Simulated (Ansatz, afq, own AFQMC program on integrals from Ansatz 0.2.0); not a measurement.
Integrals from Ansatz 0.2.0, then the random walk in our own AFQMC program (afq).

```yaml
crystal:
  periodic: [false, false, false]
  atoms:
    - {symbol: C, position_ang: [-0.011769, 0.000000, 0.594637]}
    - {symbol: C, position_ang: [-0.025439, 0.000000, -0.833034]}
    - {symbol: H, position_ang: [1.109363, -0.000004, 0.611143]}
    - {symbol: H, position_ang: [-0.332990, 0.912927, 1.114803]}
    - {symbol: H, position_ang: [-0.332996, -0.912924, 1.114803]}
basis:
  gaussian: {orbitals: cc-pVDZ}
magnetization: {spin_polarized: true, initial_magnetization: 1}
correlation: {method: ccsd_t, electrons: outside_noble_gas, hamiltonian_folder: ham}
```

```sh
$ ansatz run in.yaml --threads 1 --pin off --events-out ev --progress --plain --max-ram 1382MiB
```

Options of the walk:

```
--method phaseless --trial cisd --walkers 60 --populations 1 --least-time 40 --time-step 0.005 --steps-per-block 50 --equilibration-blocks 28 --max-blocks 300 --target-error 0.0004 --factor-cut 1e-05 --start spin_pure --seed 1095 --release-times 0.24,0.51,0.99,1.62,2.4 --release-step 0.03 --release-every 4 --taylor-order 6
```

Times are imaginary, in 1/Eh. The walk had a cap of 1706 s.

Output of the walk:

```
orbitals 41  electrons 6 5  factors 331 of 392
reference energy -77.33097311 Eh
CCSD correlation -0.26144849 Eh in 17 cycles, weight of the determinant in the CISD state 0.8658
energy of the start -77.585679 Eh
 block  time / (1/Eh)  mean weight  energy / Eh
     1     0.250  1.0006  -77.585804
     2     0.500  0.9997  -77.589946
     3     0.750  1.0013  -77.589686
     4     1.000  0.9991  -77.590527
     5     1.250  0.9978  -77.593460
     9     2.250  1.0000  -77.599434
    33     8.250  0.9992  -77.594062
    65    16.250  1.0001  -77.606643
    89    22.250  0.9999  -77.590329
    97    24.250  0.9996  -77.611335
   129    32.250  1.0000  -77.609496
   161    40.250  1.0005  -77.599393
   193    48.250  0.9999  -77.596966
   225    56.250  0.9989  -77.597464
   257    64.250  0.9994  -77.597408
   289    72.250  1.0001  -77.604054
   321    80.250  0.9988  -77.602489
blocks merged  error / Eh  count
     1  0.000300  300
     2  0.000374  150
     4  0.000455  75
     8  0.000579  37
    16  0.000645  18
    32  0.000666  9
released: time / (1/Eh)  energy / Eh  error  mean overlap
  0.24  -77.601089  0.000430  1.0010
  0.51  -77.600716  0.000359  1.0073
  0.99  -77.601029  0.000415  0.9999
  1.62  -77.600859  0.000495  0.9953
  2.40  -77.600620  0.000719  1.0052
energy -77.601017 +/- 0.000645 Eh
(rows thinned)
```

The run passed its tests (sampling time, drift between the halves within three errors, error under three times the target), which doesn't prove that it has relaxed. The second half of the sampling lies above the first by 2.3 errors of their difference, so the energy may still be moving and its error bar be too small.

Against this walk (error 17.6 meV) on the same determinant: CCSD(T) 33.9 meV higher (within the noise). The error is statistical and leaves out the bias of the constraint. Released to 2.40 1/Eh the energy moves by 11 ± 26 meV (both errors), within twice the noise.

Cautions: constraint bias not in the error; error above the target (17.6 against 10.9 meV); unrestricted determinant slightly spin contaminated (⟨S²⟩ 0.84 against 0.75).

The walk took 8.2 min on 1 thread of Intel(R) Xeon(R) 6975P-C (Granite Rapids), with other jobs on the host. The log's last line is the phaseless energy.

A walk keeps the symmetry of its determinant, which the program's search chose and which needn't be the lowest solution, so a lower state of the same spin and another symmetry isn't excluded.
